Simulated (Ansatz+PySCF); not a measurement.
Two shapes of doublet C2H5O.

Shape 1:

```xyz
8

C     1.2034    0.2316    0.0655
O     0.0914   -0.5370   -0.0445
C    -1.1396    0.1725    0.0092
H    -1.9340   -0.5602   -0.1256
H     2.1236   -0.3274   -0.0312
H     1.1430    1.2743   -0.2353
H    -1.2603    0.6712    0.9770
H    -1.1918    0.8861   -0.7552
```

Shape 2:

```xyz
8

C     1.2036    0.2290    0.0683
O     0.0916   -0.5395   -0.0417
C    -1.1394    0.1699    0.0119
H    -1.9338   -0.5628   -0.1229
H     2.1238   -0.3299   -0.0284
H     1.1432    1.2717   -0.2326
H    -1.2601    0.6686    0.9798
H    -1.1931    0.9040   -0.7744
```

Basis set: cc-pVTZ (spherical functions). Correlated methods keep 3 orbitals frozen. Correlation on ROHF uses semicanonical orbitals with singles. Charge 0, multiplicity 2.

Computed with Ansatz (development build ahead of 0.2.0); each method stands on the lowest determinant of its kind that the runs found.

(1) Which shape is lower in energy, and by how much in each method?

Answers

(1)

```json
{"method": "ROHF", "E(2) − E(1) (eV)": "-0.025"}
{"method": "UHF", "E(2) − E(1) (eV)": "-0.025"}
{"method": "ROHF-MP2", "E(2) − E(1) (eV)": "-0.032"}
{"method": "UHF-MP2", "E(2) − E(1) (eV)": "-0.032"}
```

Shape 2 is lower.
